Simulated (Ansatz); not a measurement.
Seven cases of barrier height of first-row species (electronic energies, kcal/mol); geometries: HTBH set, NHTBH set. The cases were drawn at random from those of this class that have a high level and all functionals. Left out are anions, K, Ca, elements past Kr, ionisation of Li, Na and Mg, pi-pi* triplets of linear molecules. Runs that doubt their state, and full CI more than 15 mEh from coupled cluster, are set aside; a case stays where another high level and all functionals remain. AFQMC serves as high level only in triple zeta or larger, with a steady walk, a bar under 0.8 kcal/mol and agreement with other high levels or trials where they ran; where none ran, an unstable determinant or (outside 3d species) a high T1 diagnostic also bars it, so strongly correlated cases are thinned. No case was kept or dropped by the size of a functional's miss. High levels with a bar over 0.5 kcal/mol are left out too, and the seventh case lies inside the range of the six. Affinities count positive where energy is released, gaps as the second state minus the first. PBE is by Ansatz (an electronic-structure program) in def2-TZVPD. High levels (Ansatz): P = CCSD(T)/CBS(aug-cc-pVTZ,aug-cc-pVQZ) + [CCSDT(Q) - CCSD(T)]/aug-cc-pVDZ + core + X2C; Q = CCSD(T)/CBS(aug-cc-pVTZ,aug-cc-pVQZ) + [CCSDT(Q) - CCSD(T)]/aug-cc-pVTZ + [CCSDTQ - CCSDT(Q)]/aug-cc-pVDZ + core + X2C; R = CCSD(T)/CBS(aug-cc-pVTZ,aug-cc-pVQZ) + [FCI - CCSD(T)]/aug-cc-pVQZ + core + X2C. Radicals and triplets start from unrestricted determinants; spin-orbit coupling is neglected. CBS(X,Y): correlation extrapolated as X^-3, Hartree-Fock from the larger set. A bracket is a step between two methods taken in the basis named. Functionals run without relativity, which enters their misses. 'core' is core correlation in cc-pwCVTZ, 'X2C' scalar relativity in cc-pVTZ-DK, both at CCSD(T). Full CI freezes restricted core orbitals, also for open shells; the composite that ends in it estimates full CI at the basis-set limit. For partners of very few electrons the exact lower level stands in for a higher one. The UHF reference of CH5O (saddle point or complex, doublet) is spin-contaminated (<S^2> up to 0.04 over the pure value in the sets run). The UHF reference of C2H5 (saddle point or complex, doublet) is spin-contaminated (<S^2> up to 0.20 over the pure value in the sets run). The UHF reference of CH5 (saddle point or complex, doublet) is spin-contaminated (<S^2> up to 0.04 over the pure value in the sets run). The UHF reference of HN2 ([N]=N, doublet) is spin-contaminated (<S^2> up to 0.13 over the pure value in the sets run). The UHF reference of HN2 (saddle point or complex, doublet) is spin-contaminated (<S^2> up to 0.15 over the pure value in the sets run). The UHF reference of H3 (saddle point or complex, doublet) is spin-contaminated (<S^2> up to 0.04 over the pure value in the sets run). The UHF reference of H2O (saddle point or complex, triplet) is spin-contaminated (<S^2> up to 0.06 over the pure value in the sets run).

```csv
case,PBE,level,high level
"CH3 (SMILES [CH3], doublet) + H2O (oxidane, SMILES O) over the saddle point towards HO (SMILES [OH], doublet) + CH4 (methane, SMILES C)",8.6,P,19.3
"H (doublet) + C2H4 (ethene, SMILES C=C) over the saddle point towards C2H5 (SMILES [CH2]C, doublet)",-0.1,P,1.9
"F (doublet) + H2 (molecular hydrogen, SMILES [H][H]) over the saddle point towards HF (fluorane, SMILES F) + H (doublet)",-12.4,Q,1.0
"CH3 (SMILES [CH3], doublet) + H2 (molecular hydrogen, SMILES [H][H]) over the saddle point towards H (doublet) + CH4 (methane, SMILES C)",3.9,P,11.7
"N2H (SMILES [N]=N, doublet) over the saddle point towards H (doublet) + N2 (molecular nitrogen, SMILES N#N)",8.7,P,10.6
"H (doublet) + H2 (molecular hydrogen, SMILES [H][H]) over the saddle point towards H (doublet) + H2 (molecular hydrogen, SMILES [H][H])",3.6,R,9.6
"H2 (molecular hydrogen, SMILES [H][H]) + O (triplet) over the saddle point towards H (doublet) + HO (SMILES [OH], doublet)",-1.3,Q,withheld
```

Task: Fit a straight line from PBE to the high level over the first six rows by least squares, predict the seventh, and compare with the calculation.

Result: Means: PBE 2.05, high level 9.02. Sxx = 306.375, Sxy = 214.895, slope 0.7014, intercept +7.58 kcal/mol; residual standard deviation 4.5 kcal/mol. Seventh row: 0.7014·(-1.3) +7.58 = 6.7 kcal/mol. The calculation gave 12.6 kcal/mol: the line differs from it by -5.9, PBE itself by -13.9.
